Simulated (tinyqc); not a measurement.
UHF in the sto-3g basis, for H2O, spin multiplicity 1, step by step. One step of it, computed by the program tinyqc.

Question. Iteration 1: building the Fock matrix. J_ij = sum D_kl (ij|kl) with D = D(alpha) + D(beta), K_ij = sum D_kl (ik|jl) for each spin; F = H + J - K(s); E = tr D H + tr D J / 2 - 0.5 sum_s tr D(s) K(s) + E_nn.

D(alpha) at the start, order 1O 1s, 1O 2s, 1O 2px, 1O 2py, 1O 2pz, 2H 1s, 3H 1s:
```
[[1.067325, -0.303783, 0.000000, 0.000000, -0.030132, 0.043112, 0.043112],
 [-0.303783, 1.367481, 0.000000, 0.000000, 0.186461, -0.193426, -0.193426],
 [0.000000, 0.000000, 0.584984, -0.188107, 0.000000, 0.464911, -0.464911],
 [0.000000, 0.000000, -0.188107, 1.240094, 0.000000, -0.336351, 0.336351],
 [-0.030132, 0.186461, 0.000000, 0.000000, 1.109519, -0.133688, -0.133688],
 [0.043112, -0.193426, 0.464911, -0.336351, -0.133688, 0.437067, -0.361100],
 [0.043112, -0.193426, -0.464911, 0.336351, -0.133688, -0.361100, 0.437067]]
```

D(beta) at the start, order 1O 1s, 1O 2s, 1O 2px, 1O 2py, 1O 2pz, 2H 1s, 3H 1s:
```
[[1.067325, -0.303783, 0.000000, 0.000000, -0.030132, 0.043112, 0.043112],
 [-0.303783, 1.367481, 0.000000, 0.000000, 0.186461, -0.193426, -0.193426],
 [0.000000, 0.000000, 0.584984, 0.188107, 0.000000, -0.464911, 0.464911],
 [0.000000, 0.000000, 0.188107, 1.240094, 0.000000, -0.336351, 0.336351],
 [-0.030132, 0.186461, 0.000000, 0.000000, 1.109519, -0.133688, -0.133688],
 [0.043112, -0.193426, -0.464911, -0.336351, -0.133688, 0.437067, -0.361100],
 [0.043112, -0.193426, 0.464911, 0.336351, -0.133688, -0.361100, 0.437067]]
```

core Hamiltonian H = T + V (hartree), order 1O 1s, 1O 2s, 1O 2px, 1O 2py, 1O 2pz, 2H 1s, 3H 1s:
```
[[-32.723781, -7.613483, 0.000000, 0.000000, -0.020495, -1.760080, -1.760080],
 [-7.613483, -9.337409, 0.000000, 0.000000, -0.240845, -3.763987, -3.763987],
 [0.000000, 0.000000, -7.459772, 0.000000, 0.000000, 0.000000, 0.000000],
 [0.000000, 0.000000, 0.000000, -7.602758, 0.000000, -1.942083, 1.942083],
 [-0.020495, -0.240845, 0.000000, 0.000000, -7.568205, -1.775383, -1.775383],
 [-1.760080, -3.763987, 0.000000, -1.942083, -1.775383, -5.103475, -1.767164],
 [-1.760080, -3.763987, 0.000000, 1.942083, -1.775383, -1.767164, -5.103475]]
```

Two-electron integrals (ij|kl) in chemists' order, unique and non-zero (hartree):
```
(11|11) 4.785065    (21|11) 0.741380    (21|21) 0.136873    (22|11) 1.118947
(22|21) 0.256633    (22|22) 0.817206    (31|31) 0.024477    (32|31) 0.037809
(32|32) 0.180518    (33|11) 1.115814    (33|21) 0.256684    (33|22) 0.817023
(33|33) 0.880159    (41|41) 0.024477    (42|41) 0.037809    (42|42) 0.180518
(43|43) 0.047444    (44|11) 1.115814    (44|21) 0.256684    (44|22) 0.817023
(44|33) 0.785270    (44|44) 0.880159    (51|51) 0.024477    (52|51) 0.037809
(52|52) 0.180518    (53|53) 0.047444    (54|54) 0.047444    (55|11) 1.115814
(55|21) 0.256684    (55|22) 0.817023    (55|33) 0.785270    (55|44) 0.785270
(55|55) 0.880159    (61|11) 0.172815    (61|21) 0.031620    (61|22) 0.058855
(61|33) 0.058743    (61|41) 0.001096    (61|42) 0.002046    (61|44) 0.058937
(61|51) 0.000955    (61|52) 0.001782    (61|54) 0.000169    (61|55) 0.058891
(61|61) 0.007400    (62|11) 0.405360    (62|21) 0.094069    (62|22) 0.329891
(62|33) 0.324417    (62|41) 0.005303    (62|42) 0.039898    (62|44) 0.333581
(62|51) 0.004618    (62|52) 0.034745    (62|54) 0.007980    (62|55) 0.331366
(62|61) 0.022127    (62|62) 0.162581    (63|31) 0.010024    (63|32) 0.057689
(63|43) 0.008366    (63|53) 0.007285    (63|63) 0.023634    (64|11) 0.215228
(64|21) 0.050611    (64|22) 0.189572    (64|33) 0.180901    (64|41) 0.012535
(64|42) 0.079515    (64|44) 0.202793    (64|51) 0.002187    (64|52) 0.019007
(64|54) 0.011779    (64|55) 0.184814    (64|61) 0.012450    (64|62) 0.113482
(64|64) 0.101966    (65|11) 0.187428    (65|21) 0.044073    (65|22) 0.165086
(65|33) 0.157535    (65|41) 0.002187    (65|42) 0.019007    (65|44) 0.162028
(65|51) 0.011928    (65|52) 0.074241    (65|54) 0.012279    (65|55) 0.175513
(65|61) 0.010842    (65|62) 0.098824    (65|64) 0.068214    (65|65) 0.083037
(66|11) 0.533156    (66|21) 0.125738    (66|22) 0.504163    (66|33) 0.483624
(66|41) 0.009482    (66|42) 0.097149    (66|44) 0.518317    (66|51) 0.008258
(66|52) 0.084601    (66|54) 0.030212    (66|55) 0.509934    (66|61) 0.029866
(66|62) 0.307687    (66|64) 0.245366    (66|65) 0.213673    (66|66) 0.774606
(71|11) 0.172815    (71|21) 0.031620    (71|22) 0.058855    (71|33) 0.058743
(71|41) -0.001096   (71|42) -0.002046   (71|44) 0.058937    (71|51) 0.000955
(71|52) 0.001782    (71|54) -0.000169   (71|55) 0.058891    (71|61) 0.007295
(71|62) 0.021493    (71|64) 0.011009    (71|65) 0.010537    (71|66) 0.028684
(71|71) 0.007400    (72|11) 0.405360    (72|21) 0.094069    (72|22) 0.329891
(72|33) 0.324417    (72|41) -0.005303   (72|42) -0.039898   (72|44) 0.333581
(72|51) 0.004618    (72|52) 0.034745    (72|54) -0.007980   (72|55) 0.331366
(72|61) 0.021493    (72|62) 0.135046    (72|64) 0.064449    (72|65) 0.079987
(72|66) 0.213720    (72|71) 0.022127    (72|72) 0.162581    (73|31) 0.010024
(73|32) 0.057689    (73|43) -0.008366   (73|53) 0.007285    (73|63) 0.019088
(73|73) 0.023634    (74|11) -0.215228   (74|21) -0.050611   (74|22) -0.189572
(74|33) -0.180901   (74|41) 0.012535    (74|42) 0.079515    (74|44) -0.202793
(74|51) -0.002187   (74|52) -0.019007   (74|54) 0.011779    (74|55) -0.184814
(74|61) -0.011009   (74|62) -0.064449   (74|64) -0.012040   (74|65) -0.037257
(74|66) -0.088725   (74|71) -0.012450   (74|72) -0.113482   (74|74) 0.101966
(75|11) 0.187428    (75|21) 0.044073    (75|22) 0.165086    (75|33) 0.157535
(75|41) -0.002187   (75|42) -0.019007   (75|44) 0.162028    (75|51) 0.011928
(75|52) 0.074241    (75|54) -0.012279   (75|55) 0.175513    (75|61) 0.010537
(75|62) 0.079987    (75|64) 0.037257    (75|65) 0.065745    (75|66) 0.139284
(75|71) 0.010842    (75|72) 0.098824    (75|74) -0.068214   (75|75) 0.083037
(76|11) 0.175706    (76|21) 0.041163    (76|22) 0.156805    (76|33) 0.152975
(76|44) 0.155743    (76|51) 0.003166    (76|52) 0.028314    (76|55) 0.161528
(76|61) 0.009603    (76|62) 0.077551    (76|64) 0.046463    (76|65) 0.052989
(76|66) 0.152529    (76|71) 0.009603    (76|72) 0.077551    (76|74) -0.046463
(76|75) 0.052989    (76|76) 0.044978    (77|11) 0.533156    (77|21) 0.125738
(77|22) 0.504163    (77|33) 0.483624    (77|41) -0.009482   (77|42) -0.097149
(77|44) 0.518317    (77|51) 0.008258    (77|52) 0.084601    (77|54) -0.030212
(77|55) 0.509934    (77|61) 0.028684    (77|62) 0.213720    (77|64) 0.088725
(77|65) 0.139284    (77|66) 0.358604    (77|71) 0.029866    (77|72) 0.307687
(77|74) -0.245366   (77|75) 0.213673    (77|76) 0.152529    (77|77) 0.774606
```

nuclear repulsion = 9.23569217 hartree

Give: Coulomb J; exchange K(alpha); exchange K(beta); F(alpha); F(beta); total energy of this density.

Answer.

Coulomb J (hartree), order 1O 1s, 1O 2s, 1O 2px, 1O 2py, 1O 2pz, 2H 1s, 3H 1s:
```
[[18.2538, 3.4671, 0.0000, 0.0000, 0.0097, 0.8013, 0.8013],
 [3.4671, 8.5851, 0.0000, 0.0000, 0.0534, 3.4068, 3.4068],
 [0.0000, 0.0000, 8.5120, 0.0000, 0.0000, 0.0000, 0.0000],
 [0.0000, 0.0000, 0.0000, 8.6151, 0.0000, 1.9366, -1.9366],
 [0.0097, 0.0534, 0.0000, 0.0000, 8.6047, 1.7035, 1.7035],
 [0.8013, 3.4068, 0.0000, 1.9366, 1.7035, 5.1479, 1.6016],
 [0.8013, 3.4068, 0.0000, -1.9366, 1.7035, 1.6016, 5.1479]]
```

exchange K(alpha) (hartree), order 1O 1s, 1O 2s, 1O 2px, 1O 2py, 1O 2pz, 2H 1s, 3H 1s:
```
[[4.9203, 0.8474, 0.0000, 0.0000, 0.0004, 0.2042, 0.2042],
 [0.8474, 1.3707, 0.0000, 0.0000, 0.0060, 0.4877, 0.4877],
 [0.0000, 0.0000, 0.8252, 0.0193, 0.0000, 0.1202, -0.1202],
 [0.0000, 0.0000, 0.0193, 1.1812, 0.0000, 0.2344, -0.2344],
 [0.0004, 0.0060, 0.0000, 0.0000, 1.1725, 0.1956, 0.1956],
 [0.2042, 0.4877, 0.1202, 0.2344, 0.1956, 0.3827, 0.1330],
 [0.2042, 0.4877, -0.1202, -0.2344, 0.1956, 0.1330, 0.3827]]
```

exchange K(beta) (hartree), order 1O 1s, 1O 2s, 1O 2px, 1O 2py, 1O 2pz, 2H 1s, 3H 1s:
```
[[4.9203, 0.8474, 0.0000, 0.0000, 0.0004, 0.2042, 0.2042],
 [0.8474, 1.3707, 0.0000, 0.0000, 0.0060, 0.4877, 0.4877],
 [0.0000, 0.0000, 0.8252, -0.0193, 0.0000, -0.1202, 0.1202],
 [0.0000, 0.0000, -0.0193, 1.1812, 0.0000, 0.2344, -0.2344],
 [0.0004, 0.0060, 0.0000, 0.0000, 1.1725, 0.1956, 0.1956],
 [0.2042, 0.4877, -0.1202, 0.2344, 0.1956, 0.3827, 0.1330],
 [0.2042, 0.4877, 0.1202, -0.2344, 0.1956, 0.1330, 0.3827]]
```

F(alpha) (hartree), order 1O 1s, 1O 2s, 1O 2px, 1O 2py, 1O 2pz, 2H 1s, 3H 1s:
```
[[-19.3903, -4.9938, 0.0000, 0.0000, -0.0112, -1.1630, -1.1630],
 [-4.9938, -2.1231, 0.0000, 0.0000, -0.1935, -0.8449, -0.8449],
 [0.0000, 0.0000, 0.2270, -0.0193, 0.0000, -0.1202, 0.1202],
 [0.0000, 0.0000, -0.0193, -0.1689, 0.0000, -0.2399, 0.2399],
 [-0.0112, -0.1935, 0.0000, 0.0000, -0.1360, -0.2675, -0.2675],
 [-1.1630, -0.8449, -0.1202, -0.2399, -0.2675, -0.3383, -0.2985],
 [-1.1630, -0.8449, 0.1202, 0.2399, -0.2675, -0.2985, -0.3383]]
```

F(beta) (hartree), order 1O 1s, 1O 2s, 1O 2px, 1O 2py, 1O 2pz, 2H 1s, 3H 1s:
```
[[-19.3903, -4.9938, 0.0000, 0.0000, -0.0112, -1.1630, -1.1630],
 [-4.9938, -2.1231, 0.0000, 0.0000, -0.1935, -0.8449, -0.8449],
 [0.0000, 0.0000, 0.2270, 0.0193, 0.0000, 0.1202, -0.1202],
 [0.0000, 0.0000, 0.0193, -0.1689, 0.0000, -0.2399, 0.2399],
 [-0.0112, -0.1935, 0.0000, 0.0000, -0.1360, -0.2675, -0.2675],
 [-1.1630, -0.8449, 0.1202, -0.2399, -0.2675, -0.3383, -0.2985],
 [-1.1630, -0.8449, -0.1202, 0.2399, -0.2675, -0.2985, -0.3383]]
```

total energy of this density = -73.367200 hartree
